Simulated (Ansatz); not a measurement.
Ansatz (a first-principles code) input (B97M-V/def2-TZVPD):

Ansatz 0.2 input:
```yaml
crystal:
  periodic: [false, false, false]
  atoms:
    - {symbol: C, position_ang: [1.22893590, -0.26528729, -0.08447538]}
    - {symbol: C, position_ang: [-0.06793587, 0.15138831, 0.51035141]}
    - {symbol: N, position_ang: [-1.18685885, 0.17356122, -0.32737126]}
    - {symbol: H, position_ang: [1.58451835, 0.43047252, -0.86144879]}
    - {symbol: H, position_ang: [2.00333855, -0.32675537, 0.68054974]}
    - {symbol: H, position_ang: [1.15411148, -1.25146100, -0.55780425]}
    - {symbol: H, position_ang: [-0.08027742, 0.88914559, 1.30293866]}
    - {symbol: H, position_ang: [-2.06767242, 0.33444452, 0.13855511]}
    - {symbol: H, position_ang: [-1.25200667, -0.60738096, -0.96644782]}
basis:
  gaussian:
    orbitals: def2-TZVPD
hamiltonian:
  xc: {name: B97M-V}
magnetization: {spin_polarized: true, initial_magnetization: 1}
output: {forces: true}
```

Output:

```
Functional definition: B97M-V
integrals: 0.06 GiB planned
833 factors; their error is unknown
mean field: 0.88 GiB planned
mean field evaluation 1: about -3652.2550 eV, gradient 4.5e1 eV
mean field evaluation 2: about -3632.5311 eV, gradient 7.1e1 eV
mean field evaluation 4: about -3661.4860 eV, gradient 4.6e0 eV
mean field evaluation 8: about -3661.5928 eV, gradient 2.3e-1 eV
mean field evaluation 16: about -3661.5595 eV, gradient 2.1e-4 eV
mean field -3661.55947350 eV, -134.5598287570 hartree, gradient 3.9e-5 eV, S^2 0.754328; 0 other end points of the search recorded, 0 dependent functions left out
the calculation of the forces begins
reference -3661.55953486 eV, -134.5598310120 hartree; 13, 12 occupied and 152, 153 virtual orbitals, 833 factors
Total energy: -3661.55953486 eV, -134.5598310120 hartree
Atom 0 at     1.228936    -0.265287    -0.084475 Å, force    -0.210969     0.044591     0.106825 eV/Å
Atom 1 at    -0.067936     0.151388     0.510351 Å, force     0.064767    -0.049745    -0.108973 eV/Å
Atom 2 at    -1.186859     0.173561    -0.327371 Å, force     0.077616     0.009267     0.031409 eV/Å
Atom 3 at     1.584518     0.430473    -0.861449 Å, force    -0.020517    -0.076897     0.061638 eV/Å
Atom 4 at     2.003339    -0.326755     0.680550 Å, force    -0.112193     0.011683    -0.118433 eV/Å
Atom 5 at     1.154111    -1.251461    -0.557804 Å, force     0.010376     0.128540     0.048317 eV/Å
Atom 6 at    -0.080277     0.889146     1.302939 Å, force    -0.007780    -0.090806    -0.115888 eV/Å
Atom 7 at    -2.067672     0.334445     0.138555 Å, force     0.192975    -0.089627    -0.078787 eV/Å
Atom 8 at    -1.252007    -0.607381    -0.966448 Å, force     0.005725     0.112994     0.173894 eV/Å
Dipole moment:    -0.159174    -0.096999    -0.022425 e Å
```

It need not be the lowest isomer of its formula.
